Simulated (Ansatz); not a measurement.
**SO+ (quartet): from Hartree-Fock to the top rungs at distance O1–S2 = 1.989 Å, 6-31G**

How much of the correlation energy of SO+ (quartet) does each wave-function method recover here?

The runs use Ansatz 0.2.0, Gaussian basis; 6-31G, core rule «outside noble gas», up to 6 orbitals frozen.

To be run: UHF; CCSD(T) on ROHF; CCSD(T) on UHF; BCCD(T) on ROHF; CISD as a restricted active space (open shells left free, so some higher excitations enter); CCSDT(Q) on ROHF; CCSDT(Q) on UHF; CISDTQ; CCSDTQ on ROHF; CCSDTQ on UHF; CASSCF and MRCISD+Q, 5 electrons in 5 orbitals; CASSCF and NEVPT2, 5 electrons in 5 orbitals; CASSCF and MRCISD+Q, 11 electrons in 8 orbitals; CASSCF and MRCISD+Q(relaxed), 11 electrons in 8 orbitals; CASSCF and NEVPT2, 11 electrons in 8 orbitals; Full CI.

28 further runs of the same task are left out: 5 for a known fault of the program, 17 that didn't finish, 6 set aside as unsound or not needed. Runs told in other sessions of the task aren't counted.

**1. The geometry**

The geometry derives from a PBE0/def2-TZVP stationary point (not a proven minimum). One bond is set to the value named and the two fragments are kept rigid.

2 atoms, charge 1, spin multiplicity 4.

Atoms are counted from 1 here; the program's logs count them from 0.

No contacts short enough for the rule that draws bonds.

**2. UHF**

Contents of in.yaml:

```yaml
crystal:
  periodic: [false, false, false]
  atoms:
    - {symbol: O, position_ang: [0.000000, 0.000000, 0.000000]}
    - {symbol: S, position_ang: [0.000000, 0.000000, 1.989000]}
basis:
  gaussian: {orbitals: 6-31G}
total_charge: 1
magnetization: {spin_polarized: true, initial_magnetization: 3}
hamiltonian: {xc: hf}
output: {orbitals: {seedname: orbitals}}
```

On the command line:

```console
$ ansatz run in.yaml --threads 1 --pin off --events-out ev --progress --plain --max-ram 2393MiB
```

Further steps of the session: CCSD(T) on ROHF; CCSD(T) on UHF; BCCD(T) on ROHF; CISD as a restricted active space (open shells left free, so some higher excitations enter); CCSDT(Q) on ROHF; CCSDT(Q) on UHF; CISDTQ; CCSDTQ on ROHF; CCSDTQ on UHF; CASSCF and MRCISD+Q, 5 electrons in 5 orbitals; CASSCF and NEVPT2, 5 electrons in 5 orbitals; CASSCF and MRCISD+Q, 11 electrons in 8 orbitals; CASSCF and MRCISD+Q(relaxed), 11 electrons in 8 orbitals; CASSCF and NEVPT2, 11 electrons in 8 orbitals; Full CI.

**Question.** What will the summary of the whole plan be? Wanted: FCI from the RHF energy; RMP2 from FCI; UMP2 from FCI; RCCSD from FCI; RCCSD(T) from FCI; UCCSD(T) from FCI; RCCSDT(Q) from FCI; UCCSDT(Q) from FCI; NEVPT2 pair from FCI.

The runs gave:

```
                         quantity                                                                                                          value
          FCI from the ROHF energy                                                                                                     -4.5266 eV
                    RMP2 from FCI                                                                                                     +575.7 meV
                    UMP2 from FCI                                                                                                    +1672.4 meV
                   RCCSD from FCI                                                                                                     +407.5 meV
                RCCSD(T) from FCI                                                                                                     +159.5 meV
                UCCSD(T) from FCI                                                                                                      +40.1 meV
               RCCSDT(Q) from FCI                                                                                                       -0.4 meV
               UCCSDT(Q) from FCI                                                                                                      -12.0 meV
             NEVPT2 pair from FCI                                                                                                     +662.8 meV
          NEVPT2 valence from FCI                                                                                                     +547.3 meV
        MRCISD+Q valence from FCI                                                                                                      +42.7 meV
levels within 1 kcal/mol (43 meV)  UCCSD(T), UCCSDT, CISDTQ, RCCSDT(Q), UCCSDT(Q), RCCSDTQ, UCCSDTQ, MRCISD+Q valence, MRCISD+Q(relaxed) valence
                    T1 diagnostic                                                                                                          0.051
   effectively unpaired electrons                                                                                                           3.26
```

RCCSD(T) misses by +159.5 meV, 3.5 % of the correlation energy. CCSD(T) misses by +159.5 meV on the restricted determinant and by +40.1 meV on the unrestricted one; the two need not hold the same state or core. UCCSDT(Q) falls below full CI: unrestricted runs freeze a spin-polarised core, another one than full CI's, and coupled cluster isn't variational. The occupations show static correlation (3.26 effectively unpaired electrons where one determinant has 3). Of the multireference levels listed MRCISD+Q(relaxed) valence comes nearest in total energy (+10.2 meV), which doesn't show that its space is the better one. Coupled cluster took another determinant than the lowest Hartree-Fock one. These misses are within one basis, not against nature; the frozen cores of restricted and unrestricted runs differ, which can shift their rows.

Levels on UHF freeze UHF's core orbitals, full CI those of ROHF, so the U rows can settle a little off it for that reason alone.

With open shells the CI space here admits some higher excitations, so it is larger than plain CISD.
